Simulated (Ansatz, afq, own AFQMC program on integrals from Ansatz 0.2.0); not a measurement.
# SiH3 (doublet): quantum Monte Carlo beside coupled cluster as a fragment species, def2-TZVP

How near does AFQMC come to the top of the ladder for SiH3 (doublet)?

Method: def2-TZVP, frozen cores; program: Ansatz 0.2.0, Gaussian basis, and an in-house AFQMC program (afq) on its integrals; all values are calculated.

Plan: PBE (unrestricted); r2SCAN (unrestricted); PBE0 (unrestricted); CCSD(T) on UHF; B3LYP (unrestricted); wB97M-V (unrestricted); B2PLYP (unrestricted); CCSDT(Q) on UHF; Phaseless AFQMC, CISD trial on UHF.

### 1 What is computed

The geometry is a PBE0/def2-SVP stationary point (not a proven minimum).

4 atoms, charge 0, spin multiplicity 2.

Atoms are counted from 1 here; the program's logs count them from 0.

Bond lengths: Si1–H2 1.494 Å, Si1–H3 1.494 Å, Si1–H4 1.494 Å. Angles: H2–Si1–H3 111.4°, H2–Si1–H4 111.3°, H3–Si1–H4 111.3°.

### 2 PBE (unrestricted)

Input file in.yaml:

```yaml
crystal:
  periodic: [false, false, false]
  atoms:
    - {symbol: Si, position_ang: [-0.654367, -0.359435, -0.410127]}
    - {symbol: H, position_ang: [-1.841532, -0.614262, 0.460216]}
    - {symbol: H, position_ang: [-0.278987, -1.577991, -1.188588]}
    - {symbol: H, position_ang: [-0.880874, 0.811778, -1.309372]}
basis:
  gaussian: {orbitals: def2-TZVP}
magnetization: {spin_polarized: true, initial_magnetization: 1}
hamiltonian: {xc: {name: PBE}}
output: {orbitals: {seedname: orbitals}}
```

On the command line:

```console
$ ansatz run in.yaml --threads 1 --pin off --events-out ev --progress --plain --max-ram 8192MiB --backend cpu
```

The log of the run:

```text
Functional definition: PBE
  name "PBE"
  cite "Perdew, Burke & Ernzerhof, Phys. Rev. Lett. 77, 3865 (1996) doi:10.1103/PhysRevLett.77.3865"
  parent pbe
  parameter kappa = 0.804
  parameter beta = 0.06672455060314922
  exchange = pbe_x(kappa = kappa, mu = beta*pi^2/3)
  correlation = pbe_c(beta = beta)
384 factors; their error is unknown
mean field evaluation 1: about -7919.8005 eV, gradient 9.5e0 eV
mean field evaluation 2: about -7920.3582 eV, gradient 5.4e0 eV
mean field evaluation 4: about -7920.5978 eV, gradient 8.4e-2 eV
mean field evaluation 8: about -7920.5914 eV, gradient 1.2e-3 eV
mean field -7920.59136585 eV, -291.0763639252 hartree, gradient 7.7e-6 eV, S^2 0.752824; 0 other end points of the search recorded, 0 dependent functions left out
reference -7920.59140089 eV, -291.0763652131 hartree; 9, 8 occupied and 46, 47 virtual orbitals, 384 factors
Total energy: -7920.59140089 eV, -291.0763652131 hartree
```

Wall time 0.76 s (1 thread of AMD EPYC 7R13 (Zen 3), shared host); peak memory 1.8 GiB.

From the report: ⟨S²⟩ of the determinant 0.753 (pure doublet: 0.75).

### 3 r2SCAN (unrestricted)

in.yaml: that of step 2 with these lines changed.

```diff
@@ -10,3 +10,2 @@
 magnetization: {spin_polarized: true, initial_magnetization: 1}
-hamiltonian: {xc: {name: PBE}}
-output: {orbitals: {seedname: orbitals}}
+hamiltonian: {xc: {name: r2SCAN}}
```

The command is unchanged.

The log of the run:

```text
Functional definition: r2SCAN
  name "r2SCAN"
  cite "Furness, Kaplan, Ning, Perdew & Sun, J. Phys. Chem. Lett. 11, 8208 (2020) doi:10.1021/acs.jpclett.0c02405"
  cite "Furness, Kaplan, Ning, Perdew & Sun, J. Phys. Chem. Lett. 11, 9248 (2020) doi:10.1021/acs.jpclett.0c03077"
  parent r2scan
  parameter k0 = 0.174
  parameter k1 = 0.065
  parameter a1 = 4.9479
  exchange = r2scan_x(k0 = k0, k1 = k1, a1 = a1)
  correlation = r2scan_c
384 factors; their error is unknown
mean field evaluation 1: about -7923.5869 eV, gradient 8.2e0 eV
mean field evaluation 2: about -7924.0328 eV, gradient 3.9e0 eV
mean field evaluation 4: about -7924.1425 eV, gradient 9.3e-2 eV
mean field evaluation 8: about -7924.1359 eV, gradient 3.5e-3 eV
mean field -7924.13591522 eV, -291.2066237122 hartree, gradient 2.7e-5 eV, S^2 0.755329; 0 other end points of the search recorded, 0 dependent functions left out
reference -7924.13592788 eV, -291.2066241775 hartree; 9, 8 occupied and 46, 47 virtual orbitals, 384 factors
Total energy: -7924.13592788 eV, -291.2066241775 hartree
```

Run time: 1.4 s. Hardware: 1 thread of AMD EPYC 7R13 (Zen 3), shared host; peak memory 1.8 GiB.

From the report: ⟨S²⟩ of the determinant 0.755 (pure doublet: 0.75).

### 4 PBE0 (unrestricted)

in.yaml: that of step 3 with these lines changed.

```diff
@@ -10,2 +10,3 @@
 magnetization: {spin_polarized: true, initial_magnetization: 1}
-hamiltonian: {xc: {name: r2SCAN}}
+hamiltonian: {xc: {name: PBE0}}
+output: {orbitals: {seedname: orbitals}}
```

Same command.

The log of the run:

```text
Functional definition: PBE0
  name "PBE0"
  cite "Adamo & Barone, J. Chem. Phys. 110, 6158 (1999) doi:10.1063/1.478522"
  cite "Perdew, Burke & Ernzerhof, Phys. Rev. Lett. 77, 3865 (1996) doi:10.1103/PhysRevLett.77.3865"
  parent pbe
  parameter a = 0.25
  parameter kappa = 0.804
  parameter beta = 0.06672455060314922
  exchange = (1 - a)*pbe_x(kappa = kappa, mu = beta*pi^2/3) + a*exact_x
  correlation = pbe_c(beta = beta)
400 factors; their error is unknown
mean field evaluation 1: about -7921.1074 eV, gradient 6.3e0 eV
mean field evaluation 2: about -7921.3972 eV, gradient 2.4e0 eV
mean field evaluation 4: about -7921.4369 eV, gradient 9.1e-2 eV
mean field evaluation 8: about -7921.4700 eV, gradient 2.9e-3 eV
mean field -7921.46998501 eV, -291.1086525839 hartree, gradient 2.2e-5 eV, S^2 0.753009; 0 other end points of the search recorded, 0 dependent functions left out
reference -7921.47001155 eV, -291.1086535592 hartree; 9, 8 occupied and 46, 47 virtual orbitals, 400 factors
Total energy: -7921.47001155 eV, -291.1086535592 hartree
```

It took 0.7 s on 1 thread of AMD EPYC 7R13 (Zen 3), shared host; peak memory 1.8 GiB.

From the report: ⟨S²⟩ of the determinant 0.753 (pure doublet: 0.75).

### 5 CCSD(T) on UHF

in.yaml: that of step 4 with these lines changed.

```diff
@@ -10,3 +10,2 @@
 magnetization: {spin_polarized: true, initial_magnetization: 1}
-hamiltonian: {xc: {name: PBE0}}
-output: {orbitals: {seedname: orbitals}}
+correlation: {method: ccsd_t, electrons: outside_noble_gas, hamiltonian_folder: ham}
```

On the command line:

```console
$ ansatz run in.yaml --threads 1 --pin off --events-out ev --progress --plain --max-ram 24576MiB --backend cuda --devices 0, --max-vram 18GiB
```

The log of the run (excerpt; [...] marks lines left out):

```text
Functional definition: HF
  name "HF"
  cite "Fock, Z. Phys. 61, 126 (1930) doi:10.1007/BF01340294"
  parent pbe
[...]
364 factors; integrals over basis functions are off by at most 1.0e-3 eV
[...]
mean field -7908.62232677 eV, -290.6365098522 hartree, gradient 5.2e-6 eV, S^2 0.754883; 0 other end points of the search recorded, 0 dependent functions left out
5 core orbitals not correlated: weight in the atoms' cores, before any rotation towards them, 1.000 or more for the frozen orbitals, at most 0.000 for the correlated occupied ones
reference -7908.62232677 eV, -290.6365098522 hartree; 4, 3 occupied and 46, 47 virtual orbitals, 364 factors
second order -2.91664749 eV of doubles, -0.00000000 eV of singles
cycle   1  -3.45383936 eV  change   -5.4e-1 eV  update   5.6e-2
[...]
cycle   9  -3.66613014 eV  change    6.5e-6 eV  update   7.1e-6
perturbative correction -0.08787218 eV, -0.0032292431 hartree
Total energy: -7912.37632909 eV, -290.7744668928 hartree
```

Run time: 3 s. Hardware: 1 × NVIDIA H100 80GB HBM3 with 1 thread of AMD EPYC 7R13 (Zen 3), shared host; peak host memory 1.8 GiB.

From the report: ⟨S²⟩ of the determinant 0.755 (pure doublet: 0.75); correlation -3.7540 eV; T1 0.015; largest double amplitude 0.03.

This run also writes the integrals to the folder ham.

### 6 B3LYP (unrestricted)

in.yaml: that of step 5 with these lines changed.

```diff
@@ -10,2 +10,2 @@
 magnetization: {spin_polarized: true, initial_magnetization: 1}
-correlation: {method: ccsd_t, electrons: outside_noble_gas, hamiltonian_folder: ham}
+hamiltonian: {xc: {name: B3LYP}}
```

On the command line:

```console
$ ansatz run in.yaml --threads 1 --pin off --events-out ev --progress --plain --max-ram 8192MiB --backend cpu
```

The log of the run:

```text
Functional definition: B3LYP
  name "B3LYP"
  cite "Stephens, Devlin, Chabalowski & Frisch, J. Phys. Chem. 98, 11623 (1994) doi:10.1021/j100096a001"
  cite "Becke, Phys. Rev. A 38, 3098 (1988) doi:10.1103/PhysRevA.38.3098"
  cite "Lee, Yang & Parr, Phys. Rev. B 37, 785 (1988) doi:10.1103/PhysRevB.37.785"
  cite "Vosko, Wilk & Nusair, Can. J. Phys. 58, 1200 (1980) doi:10.1139/p80-159"
  parameter a0 = 0.2
  parameter ax = 0.72
  parameter ac = 0.81
  exchange = (1 - a0 - ax)*slater_x + ax*b88_x + a0*exact_x
  correlation = (1 - ac)*vwn_rpa_c + ac*lyp_c
393 factors; their error is unknown
mean field evaluation 1: about -7925.1825 eV, gradient 7.4e0 eV
mean field evaluation 2: about -7925.5601 eV, gradient 3.1e0 eV
mean field evaluation 4: about -7925.6287 eV, gradient 1.1e-1 eV
mean field evaluation 8: about -7925.6536 eV, gradient 8.7e-3 eV
mean field -7925.65363047 eV, -291.2623987188 hartree, gradient 1.4e-5 eV, S^2 0.751919; 0 other end points of the search recorded, 0 dependent functions left out
reference -7925.65383405 eV, -291.2624062001 hartree; 9, 8 occupied and 46, 47 virtual orbitals, 393 factors
Total energy: -7925.65383405 eV, -291.2624062001 hartree
```

Wall time 0.76 s (1 thread of AMD EPYC 7R13 (Zen 3), shared host); peak memory 1.8 GiB.

From the report: ⟨S²⟩ of the determinant 0.752 (pure doublet: 0.75).

### 7 wB97M-V (unrestricted)

in.yaml: that of step 6 with these lines changed.

```diff
@@ -10,2 +10,3 @@
 magnetization: {spin_polarized: true, initial_magnetization: 1}
-hamiltonian: {xc: {name: B3LYP}}
+hamiltonian: {xc: {name: wB97M-V}}
+output: {orbitals: {seedname: orbitals}}
```

The command is unchanged.

The log of the run (excerpt; [...] marks lines left out):

```text
Functional definition: wB97M-V
  name "wB97M-V"
  cite "Mardirossian & Head-Gordon, J. Chem. Phys. 144, 214110 (2016) doi:10.1063/1.4952647"
  cite "Becke, J. Chem. Phys. 107, 8554 (1997) doi:10.1063/1.475007"
  cite "Vydrov & Van Voorhis, J. Chem. Phys. 133, 244103 (2010) doi:10.1063/1.3521275"
  # Of w^i u^j: cxij and so on, Table III.
[...]
  gx(w, u) = 1 - cx + cx01*u + cx10*w
  gss(w, u) = css00 + css04*u^4 + css10*w + css20*w^2 + css43*w^4*u^3
  gos(w, u) = cos00 + cos10*w + (cos20 + cos21*u)*w^2 + (cos60 + cos61*u)*w^6
[...]
      + integral(e_c_pw_mod_opposite_spin*gos(b97_w_opposite, b97_u_opposite)) + vv10(b, c)
384 factors; their error is unknown
115 factors; integrals over basis functions are off by at most 1.5e-5 eV
[...]
mean field -7923.85224801 eV, -291.1961991345 hartree, gradient 5.0e-5 eV, S^2 0.751127; 0 other end points of the search recorded, 0 dependent functions left out
reference -7923.85228635 eV, -291.1962005434 hartree; 9, 8 occupied and 46, 47 virtual orbitals, 384 factors
Total energy: -7923.85228635 eV, -291.1962005434 hartree
```

Wall time 2.3 s (1 thread of AMD EPYC 7R13 (Zen 3), shared host); peak memory 1.8 GiB.

From the report: ⟨S²⟩ of the determinant 0.751 (pure doublet: 0.75).

### 8 B2PLYP (unrestricted)

in.yaml: that of step 7 with these lines changed.

```diff
@@ -10,3 +10,3 @@
 magnetization: {spin_polarized: true, initial_magnetization: 1}
-hamiltonian: {xc: {name: wB97M-V}}
-output: {orbitals: {seedname: orbitals}}
+hamiltonian: {xc: {name: B2PLYP}}
+correlation: {electrons: outside_noble_gas}
```

Same command.

The log of the run (excerpt; [...] marks lines left out):

```text
Functional definition: B2PLYP
  name "B2PLYP"
  cite "Grimme, J. Chem. Phys. 124, 034108 (2006) doi:10.1063/1.2148954"
  cite "Becke, Phys. Rev. A 38, 3098 (1988) doi:10.1103/PhysRevA.38.3098"
  cite "Lee, Yang & Parr, Phys. Rev. B 37, 785 (1988) doi:10.1103/PhysRevB.37.785"
[...]
364 factors; integrals over basis functions are off by at most 1.0e-3 eV
[...]
mean field -7920.41088444 eV, -291.0697313557 hartree, gradient 2.0e-6 eV, S^2 0.752784; 0 other end points of the search recorded, 0 dependent functions left out
5 core orbitals not correlated: weight in the atoms' cores, before any rotation towards them, 1.000 or more for the frozen orbitals, at most 0.000 for the correlated occupied ones
reference -7920.41101356 eV, -291.0697361011 hartree; 4, 3 occupied and 46, 47 virtual orbitals, 364 factors
second order -3.65192395 eV of doubles, -0.00000000 eV of singles
Total energy: -7921.39703303 eV, -291.1059716481 hartree
```

Run time: 1.1 s. Hardware: 1 thread of AMD EPYC 7R13 (Zen 3), shared host; peak memory 1.8 GiB.

From the report: ⟨S²⟩ of the determinant 0.753 (pure doublet: 0.75).

### 9 CCSDT(Q) on UHF

in.yaml: that of step 8 with these lines changed.

```diff
@@ -10,3 +10,2 @@
 magnetization: {spin_polarized: true, initial_magnetization: 1}
-hamiltonian: {xc: {name: B2PLYP}}
-correlation: {electrons: outside_noble_gas}
+correlation: {method: ccsdt_q, electrons: outside_noble_gas}
```

On the command line:

```console
$ ansatz run in.yaml --threads 1 --pin off --events-out ev --progress --plain --max-ram 24576MiB --backend cuda --devices 0, --max-vram 18GiB
```

The log of the run (excerpt; [...] marks lines left out):

```text
Functional definition: HF
  name "HF"
  cite "Fock, Z. Phys. 61, 126 (1930) doi:10.1007/BF01340294"
  parent pbe
[...]
752 factors; integrals over basis functions are off by at most 1.8e-7 eV
[...]
mean field -7908.62233402 eV, -290.6365101186 hartree, gradient 4.1e-6 eV, S^2 0.754883; 0 other end points of the search recorded, 0 dependent functions left out
5 core orbitals not correlated: weight in the atoms' cores, before any rotation towards them, 1.000 or more for the frozen orbitals, at most 0.000 for the correlated occupied ones
reference -7908.62233402 eV, -290.6365101186 hartree; 4, 3 occupied and 46, 47 virtual orbitals, 752 factors
second order -2.91667623 eV of doubles, -0.00000000 eV of singles
cycle   1  -3.45381921 eV  change   -5.4e-1 eV  update   6.0e-2
[...]
cycle  14  -3.77536166 eV  change    4.7e-7 eV  update   2.1e-7
perturbative correction -0.00202502 eV, -0.0000744181 hartree
Total energy: -7912.39972070 eV, -290.7753265187 hartree
```

It took 4.5 s on 1 × NVIDIA H100 80GB HBM3 with 1 thread of AMD EPYC 7R13 (Zen 3), shared host; peak host memory 1.8 GiB.

From the report: ⟨S²⟩ of the determinant 0.755 (pure doublet: 0.75); correlation -3.7774 eV; T1 0.016; largest double amplitude 0.03.

### 10 Phaseless AFQMC, CISD trial on UHF

It reads the integrals that the CCSD(T) run on this determinant wrote.

On the command line:

```console
$ afq ham --method phaseless --trial cisd --walkers 4000 --populations 20 --least-time 60 --time-step 0.005 --steps-per-block 50 --equilibration-blocks 28 --max-blocks 4000 --target-error 0.00016 --factor-cut 1e-05 --start spin_pure --seed 411 --release-times 0.24,0.5,1,1.5 --release-step 0.02 --release-every 3 --taylor-order 6
```

The log of the run:

```text
orbitals 50  electrons 4 3  factors 353 of 364
reference energy -290.63650985 Eh
CCSD correlation -0.13472791 Eh in 11 cycles, weight of the determinant in the CISD state 0.9227
energy of the start -290.771185 Eh
 block  time / (1/Eh)  mean weight  energy / Eh
     1     0.250  0.9998  -290.770427
     2     0.500  0.9999  -290.771071
     3     0.750  0.9999  -290.771826
     4     1.000  0.9999  -290.772652
     5     1.250  0.9998  -290.773246
     6     1.500  1.0000  -290.773720
     7     1.750  0.9999  -290.774070
     8     2.000  0.9998  -290.774250
     9     2.250  1.0000  -290.774668
    10     2.500  1.0000  -290.774721
    11     2.750  1.0001  -290.774910
    12     3.000  1.0001  -290.774722
    13     3.250  0.9998  -290.774893
    14     3.500  0.9999  -290.774966
    15     3.750  0.9999  -290.774960
    16     4.000  1.0001  -290.774921
    17     4.250  0.9997  -290.774857
    18     4.500  0.9999  -290.775004
    19     4.750  0.9999  -290.775161
    20     5.000  0.9999  -290.774951
    21     5.250  0.9999  -290.774227
    22     5.500  1.0000  -290.775305
    23     5.750  0.9999  -290.775268
    24     6.000  1.0000  -290.775250
    25     6.250  0.9999  -290.775479
    26     6.500  1.0000  -290.775344
    27     6.750  0.9997  -290.775244
    28     7.000  1.0000  -290.775212
    29     7.250  1.0002  -290.775495
    30     7.500  1.0001  -290.775211
    31     7.750  1.0001  -290.775227
    32     8.000  1.0000  -290.775272
    33     8.250  1.0001  -290.775269
    34     8.500  0.9999  -290.775637
    35     8.750  1.0000  -290.775380
    36     9.000  1.0000  -290.775153
    37     9.250  1.0002  -290.775087
    38     9.500  0.9999  -290.775115
    39     9.750  1.0001  -290.775249
    40    10.000  1.0001  -290.775412
    41    10.250  0.9998  -290.775059
    42    10.500  1.0001  -290.774991
    43    10.750  0.9998  -290.775125
    44    11.000  0.9998  -290.775440
    45    11.250  1.0000  -290.775514
    46    11.500  0.9999  -290.775601
    47    11.750  1.0000  -290.775332
    48    12.000  1.0001  -290.775482
    49    12.250  1.0003  -290.775383
    50    12.500  1.0001  -290.775432
    51    12.750  1.0003  -290.775171
    52    13.000  1.0001  -290.775365
    53    13.250  1.0000  -290.775178
    54    13.500  1.0000  -290.775277
    55    13.750  1.0001  -290.775156
    56    14.000  0.9999  -290.775266
    57    14.250  1.0000  -290.775313
    58    14.500  1.0000  -290.775312
    59    14.750  0.9998  -290.775187
    60    15.000  1.0000  -290.775314
    61    15.250  0.9999  -290.775215
    62    15.500  0.9999  -290.775282
    63    15.750  0.9999  -290.775240
    64    16.000  1.0002  -290.775166
    65    16.250  1.0001  -290.775396
    66    16.500  0.9999  -290.775115
    67    16.750  1.0000  -290.775190
    68    17.000  1.0001  -290.775225
    69    17.250  1.0001  -290.775126
    70    17.500  1.0000  -290.775099
    71    17.750  1.0000  -290.774973
    72    18.000  0.9999  -290.775072
    73    18.250  1.0001  -290.775134
    74    18.500  1.0001  -290.775196
    75    18.750  1.0001  -290.775201
    76    19.000  1.0000  -290.775178
    77    19.250  1.0001  -290.774973
    78    19.500  0.9998  -290.774973
error from the spread of 20 populations
released: time / (1/Eh)  energy / Eh  error  mean overlap
  0.24  -290.775308  0.000045  0.9980
  0.50  -290.775243  0.000091  0.9955
  1.00  -290.775357  0.000030  0.9930
  1.50  -290.775352  0.000040  0.9923
energy -290.775243 +/- 0.000051 Eh
```

It took 40 s on 1 × NVIDIA H100 80GB HBM3 with 2 threads of AMD EPYC 7R13 (Zen 3), shared host; peak host memory 1.8 GiB.

Energy -7912.3975 ± 0.0014 eV. Caveats: constraint bias not in the error.

### 11 AFQMC on the ladder

On the UHF determinant, counted from CCSDT(Q) (a yardstick, not exact):

```csv
level,energy (eV),from CCSDT(Q) (kcal/mol),statistical error (kcal/mol),time
HF,-7908.6223,+87.11,,
MP2,-7911.5390,+19.85,,
CCSD,-7912.2885,+2.57,,
CCSD(T),-7912.3763,+0.54,,
CCSDT(Q),-7912.3997,0.00,,
"Phaseless AFQMC, CISD trial, step 0.005, 4000 walkers",-7912.3975,+0.05,0.03,40 s
```

The functionals' totals stand on their own zeros and serve differences with other points: PBE -7920.591 eV; r2SCAN -7924.136 eV; PBE0 -7921.470 eV; B3LYP -7925.654 eV; wB97M-V -7923.852 eV; B2PLYP -7921.397 eV.

### 12 Summary of results

| quantity | value |
| --- | --- |
| CCSD(T) on UHF from CCSDT(Q) | +0.54 kcal/mol |
| Phaseless AFQMC, CISD trial on UHF from CCSDT(Q) | +0.05 ± 0.03 kcal/mol |

In words: On UHF the phaseless walk with the CISD trial lies +0.05 kcal/mol from CCSDT(Q), within three error bars. Error bars are statistical and leave out the constraint, the time step and what remains of the start.
